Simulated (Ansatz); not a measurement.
# P2H3 (quartet): wave-function methods side by side, cc-pVDZ

An exercise on one series of results from a longer session: the logs are not shown, and one member is left open.

Computed with Ansatz 0.2.0, Gaussian basis. Level: cc-pVDZ, core rule «outside noble gas», up to 10 orbitals frozen.

To be run: UHF; CCSD(T) on ROHF; CCSD(T) on UHF; BCCD(T) on ROHF; CISD; CCSDT(Q) on ROHF; CCSDT(Q) on UHF; CASSCF and NEVPT2, 13 electrons in 11 orbitals.

25 further runs of the same task are left out: 11 that didn't finish, 14 set aside as unsound or not needed.

## The system

The geometry is a PBE0/def2-TZVP stationary point (not a proven minimum) of the parent state, kept for this charge and spin.

5 atoms, charge 0, spin multiplicity 4.

Atoms are counted from 1 here; the program's logs count them from 0.

Bond lengths: P1–P2 2.172 Å, P1–H3 1.420 Å, P1–H4 1.417 Å, P2–H5 1.425 Å. Angles: P2–P1–H3 99.9°, P2–P1–H4 97.1°, H3–P1–H4 95.4°, P1–P2–H5 91.8°.

The first run:

in.yaml reads:

```yaml
crystal:
  periodic: [false, false, false]
  atoms:
    - {symbol: P, position_ang: [0.093115, 0.049154, 1.058475]}
    - {symbol: P, position_ang: [-0.044225, -0.081602, -1.105068]}
    - {symbol: H, position_ang: [-1.047425, 0.851426, 1.327277]}
    - {symbol: H, position_ang: [-0.541730, -1.184578, 1.348326]}
    - {symbol: H, position_ang: [0.086751, 1.330267, -1.243818]}
basis:
  gaussian: {orbitals: cc-pVDZ}
magnetization: {spin_polarized: true, initial_magnetization: 3}
hamiltonian: {xc: hf}
output: {orbitals: {seedname: orbitals}}
```

The run is started by

```bash
$ ansatz run in.yaml --threads 1 --pin off --events-out ev --progress --plain --max-ram 2393MiB
```

Steps of the session up to this table: UHF; CCSD(T) on ROHF; CCSD(T) on UHF; BCCD(T) on ROHF; CISD; CCSDT(Q) on ROHF; CCSDT(Q) on UHF; CASSCF and NEVPT2, 13 electrons in 11 orbitals.

One table of the session follows, with a row left open; its other results are not shown here.

```
        method  from UCCSDT(Q) (meV)
          ROHF               +7486.6
           UHF               +7295.9
          RMP2               +1426.0
          UMP2                     ?
          CISD                +934.2
         RCCSD                +287.2
         UCCSD                +284.7
      RCCSD(T)                 +60.3
      UCCSD(T)                 +63.5
       BCCD(T)                 +59.6
        RCCSDT                 +16.3
        UCCSDT                 +16.2
     RCCSDT(Q)                  +0.4
     UCCSDT(Q)                     0
CASSCF valence               +5838.4
NEVPT2 valence               +1359.6
```

Estimate the missing values for UMP2.

The run gave: from UCCSDT(Q) (meV): +1461.5. In the column «from UCCSDT(Q) (meV)» it lies between RMP2 (+1426.0) and CASSCF valence (+5838.4).

Caveats from the session: Restricted and unrestricted rows rest on different reference determinants; where their highest levels disagree by more than a few hundredths of an eV, they describe different states and don't form one ladder.
